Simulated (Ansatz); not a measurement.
Task: the energy of protonation at one site of BFO, SMILES O=BF, with the Ansatz DFT code, driven from Python. Give the script and its output. Settings (for the species named): MP2, def2-SVP basis, multiplicity 1.

```csv
atom,x (Å),y (Å),z (Å)
O,0.9733,-0.5591,0.4752
B,0.0248,-0.0150,0.0120
F,-0.9981,0.5741,-0.4872
```

Script `bfo.py`:
```python
'''Adding a proton to BFO.'''

import warnings

import ansatz as az
from ase import Atoms
import numpy as np

warnings.simplefilter('ignore', az.DeckWarning)

atoms = Atoms(['O', 'B', 'F'], positions=[
    [0.97333, -0.55912, 0.47519],
    [0.02479, -0.01497, 0.01202],
    [-0.99812, 0.5741, -0.48721],
])
molecule = az.Crystal.molecule_from_ase(atoms)

calc = molecule.calculation()
calc = calc.basis(gaussian='def2-SVP')
calc = calc.correlation('MP2')
symbols = [site.symbol for site in molecule.cartesian_sites]
start = np.array([site.position_ang for site in molecule.cartesian_sites], dtype=float)
data = calc.relax(force_tolerance=0.01).run().report
end = np.array(data['positions_ang'])

# start the new hydrogen opposite the existing bonds
away = sum((end[0] - end[j]) / np.linalg.norm(end[0] - end[j]) for j in [1]) + np.array([0.15, 0.1, -0.2])
proton = end[0] + 1.0 * away / np.linalg.norm(away)
acid = az.Crystal.molecule()
for symbol, place in zip(symbols, end):
    acid = acid.atom(symbol, place.tolist())
acid = acid.atom('H', proton.tolist())
protonated = (
    acid.calculation()
    .basis(gaussian='def2-SVP')
    .correlation('MP2')
    .charge(1)
    .relax(force_tolerance=0.01, max_steps=80)
)
after = protonated.run().report
xyz = np.array(after['positions_ang'])
reach = np.linalg.norm(xyz[:-1] - xyz[-1], axis=1)
print(f'base {data["free_energy_ev"]:.5f} eV, protonated {after["free_energy_ev"]:.5f} eV')
print(f'the proton ends {reach.min():.3f} A from {symbols[reach.argmin()]}{reach.argmin()}')
print(f'electronic proton affinity {(data["free_energy_ev"] - after["free_energy_ev"]):.3f} eV')
```

```console
$ python bfo.py
base -5424.92246 eV, protonated -5432.20942 eV
the proton ends 0.970 A from O0
electronic proton affinity 7.287 eV
```

Caveats:
- Total energies depend on the basis set; only differences at equal settings carry meaning.
- The proton is put on one chosen atom, which needn't be the most basic site, so the molecule's proton affinity can be higher; the ends are stationary points, not checked by frequencies, and zero-point and thermal terms count only where printed.
- It ran for 8.2 s on 1 thread of Arm Neoverse V2, with other jobs on the host, peak memory 0.19 GiB.
